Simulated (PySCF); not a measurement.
# Basis-set dependence of population analyses: 1-pentene

Compound: 1-pentene, C₅H₁₀.
Numbering: `[CH2:1]=[CH:2][CH2:3][CH2:4][CH3:5]` (hydrogens: H6, H7 on C1; H8 on C2; H9, H10 on C3; H11, H12 on C4; H13, H14, H15 on C5)

Structure used (PBE0-D3(BJ)/def2-SVP), in Å, numbered top down from 1:
```xyz
15
C5H10 angstrom
C      2.491    0.900    0.328
C      1.633   -0.048   -0.050
C      0.269   -0.263    0.525
C     -0.851   -0.112   -0.506
C     -2.234   -0.353    0.076
H      2.245    1.605    1.129
H      3.472    1.007   -0.144
H      1.924   -0.731   -0.859
H      0.103    0.437    1.361
H      0.214   -1.280    0.956
H     -0.796    0.899   -0.944
H     -0.671   -0.811   -1.341
H     -2.454    0.354    0.892
H     -3.020   -0.236   -0.685
H     -2.322   -1.370    0.491
```

PBE0 throughout (PySCF), one geometry, spherical d and f functions. One conformer (not necessarily the lowest) at the PBE0-D3(BJ)/def2-SVP geometry, without solvent, vibrations or thermal averaging. The first 7 of 11 kinds of atom are listed.

Mulliken charges (e):

```tsv
basis	functions	C1	C2	C3	C4	C5	H6	H7
STO-3G	35	-0.176	-0.077	-0.148	-0.136	-0.231	+0.076	+0.079
6-31G	65	-0.362	-0.077	-0.367	-0.312	-0.491	+0.151	+0.154
6-31G*	90	-0.399	-0.074	-0.366	-0.320	-0.525	+0.163	+0.167
def2-SVP	120	-0.084	-0.105	-0.015	-0.126	-0.068	+0.041	+0.048
6-311+G(2d,p)	195	-0.436	+0.243	-0.363	-0.071	-0.664	+0.110	+0.118
def2-TZVP	215	-0.286	-0.121	-0.152	-0.198	-0.358	+0.119	+0.125
```

IAO charges (e):

| basis | functions | C1 | C2 | C3 | C4 | C5 | H6 | H7 |
| --- | --- | --- | --- | --- | --- | --- | --- | --- |
| STO-3G | 35 | -0.272 | -0.135 | -0.260 | -0.252 | -0.392 | +0.128 | +0.133 |
| 6-31G | 65 | -0.327 | -0.127 | -0.265 | -0.251 | -0.429 | +0.142 | +0.150 |
| 6-31G* | 90 | -0.315 | -0.122 | -0.251 | -0.239 | -0.409 | +0.137 | +0.144 |
| def2-SVP | 120 | -0.312 | -0.119 | -0.247 | -0.233 | -0.398 | +0.134 | +0.142 |
| 6-311+G(2d,p) | 195 | -0.334 | -0.126 | -0.259 | -0.246 | -0.421 | +0.143 | +0.151 |
| def2-TZVP | 215 | -0.334 | -0.125 | -0.259 | -0.246 | -0.421 | +0.143 | +0.151 |

Which scheme is steadiest as the basis changes?

Largest range over the bases for any column: IAO 0.06 e, Mulliken 0.60 e. IAO charges move least and Mulliken charges most, counted in e. Without the minimal STO-3G basis the ranges are IAO 0.03, Mulliken 0.60 e.

How much do the charges still move between the two largest bases, 6-311+G(2d,p) and def2-TZVP?

At most, over all atoms: Mulliken 0.364 e, IAO 0.001 e.

What do the same runs give for the total energy, the frontier levels and the dipole moment?

```csv
basis,energy (Eh),HOMO (eV),LUMO (eV),μ (D)
STO-3G,-193.9503,-5.55,3.75,0.33
6-31G,-196.2367,-7.09,0.92,0.39
6-31G*,-196.2780,-7.05,0.91,0.37
def2-SVP,-196.1438,-7.27,0.60,0.41
"6-311+G(2d,p)",-196.3380,-7.33,0.23,0.45
def2-TZVP,-196.3520,-7.32,0.37,0.44
```

The dipole is fixed by the density alone, so its range of 0.12 D shows that the density itself changes with the basis, not only its division among atoms.
